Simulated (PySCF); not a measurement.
C₃H₈, SMILES C(C)C.

The structure is a stationary point at ωB97X-D3(BJ)/def2-SVP.

The numbers are results of PySCF with PBE/def2-TZVPD, not measurements.

Gas-phase values at a fixed geometry.

The total energy is -119.00167 hartree and the point group is C2v. The highest occupied level is -7.70 eV and the lowest empty level is -0.15 eV. The orbital gap comes out as 7.55 eV, the dipole moment comes out as 0.10 D and the quadrupole, principal values (traceless, Buckingham form, about the centre of nuclear charge) comes out as -0.61, -0.07, 0.68 D·Å. The mean static polarisability is 43.0 bohr³ (6.37 Å³). The polarisability, principal values comes out as 39.5, 42.0, 47.5 bohr³.
